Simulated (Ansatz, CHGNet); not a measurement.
For Cu₂ZnSnS₄ (I-4, No. 82), the machine-learned potential CHGNet-r²SCAN (trained on r²SCAN data) gives:

```
Item                   Result
-------------------  --------
lattice parameter a   5.399 Å
lattice parameter c  10.897 Å
```

Q: What does r²SCAN (plane waves, PAW; Ansatz, a program for electronic structure) give for the same quantities?

A: 
- lattice constant a: 5.414 Å (goes up by 0.3 %)
- lattice parameter c: 10.825 Å (drops by 0.7 %)

Changes are worked out from the printed values.

Unless a cell is named, each level is at its own relaxed cell (CHGNet-r²SCAN 19.85, r²SCAN 19.83 Å³/atom).

Ansatz's density-functional and Hartree–Fock values are scalar-relativistic unless marked +SOC, with PAW data made under PBE.
